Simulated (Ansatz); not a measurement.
**Worked example: the interaction energy**

The pair of H$_{3}$O⁺ (SMILES [OH3+], atoms 1–4) and CH$_{4}$ (SMILES C, atoms 5–9), both closed shells, in one local arrangement (a lower one may exist), relaxed at PBE0-D4/def2-TZVP:

| atom | x (Å) | y (Å) | z (Å) |
| --- | --- | --- | --- |
| O1 | 0.2945 | 0.0618 | -1.6061 |
| H2 | -0.2629 | 0.7374 | -2.0330 |
| H3 | 0.1819 | -0.8152 | -2.0155 |
| H4 | 0.2095 | 0.0490 | -0.5920 |
| C5 | -0.0971 | -0.0103 | 1.2131 |
| H6 | -1.1419 | -0.2901 | 1.0833 |
| H7 | 0.1114 | 0.9958 | 0.8244 |
| H8 | 0.5863 | -0.7882 | 0.8460 |
| H9 | 0.1182 | 0.0599 | 2.2797 |

Both fragments are computed in the basis of the whole pair.

Computed with Ansatz 0.2.0 (basis: def2-TZVPPD and def2-QZVPPD); correlated methods freeze the cores.

Energies in eV:

| quantity | pair | first fragment | second fragment |
| --- | --- | --- | --- |
| Hartree–Fock, triple zeta (X = 3) | -3171.87238 | -2077.34312 | -1094.22896 |
| Hartree–Fock, quadruple zeta (X = 4) | -3172.02543 | -2077.43455 | -1094.28863 |
| MP2 correlation, X = 3 | -12.59224 | -6.99961 | -5.41883 |
| MP2 correlation, X = 4 | -13.43537 | -7.52423 | -5.72322 |
| CCSD(T) correlation, X = 3 | -13.73063 | -7.42148 | -6.14571 |

Task: Work out the interaction energy at the basis limit: extrapolate Hartree–Fock as E(X) = E∞ + A exp(−7.88 √X) and the MP2 correlation as E(X) = E∞ + B X^−2.97 (the exponents that Neese and Valeev fitted for def2-TZVPP and QZVPP, reused here for the diffuse sets), then add CCSD(T) − MP2 in triple zeta.

Result: Each step is linear, so take the differences first (pair − first fragment − second fragment): Hartree–Fock -0.30030 (X = 3) and -0.30225 (X = 4); MP2 correlation -0.17380 and -0.18792; CCSD(T) correlation -0.16344.
Two points give E∞ = E(4) + w [E(4) − E(3)], with w = 1/(exp(7.88 (2 − √3)) − 1) = 0.1377 for Hartree–Fock and w = 1/((4/3)^2.97 − 1) = 0.7407 for the correlation.
Hartree–Fock: -0.30225 + 0.1377 × (-0.00195) = -0.3025 eV.
MP2 correlation: -0.18792 + 0.7407 × (-0.01412) = -0.1984 eV.
CCSD(T) − MP2: -0.16344 − (-0.17380) = 0.0104 eV.
Sum: -0.3025 + (-0.1984) + 0.0104 = -0.4905 eV, or -11.31 kcal/mol. Plain CCSD(T) in triple zeta gives -0.4637 eV, so the larger basis shifts the result by -0.0268 eV.

The T1 diagnostic stays at or below 0.008.

For scale, one of the runs: CCSD(T)/def2-TZVPPD, 196 basis functions, launched by `ansatz run in.yaml --threads 2 --pin off --events-out ev --progress --plain --max-ram 5222MiB`. The run took 15 s on 2 CPU threads of an Intel Xeon 6975P-C (shared host), with 2.5 GiB of host memory at its peak.
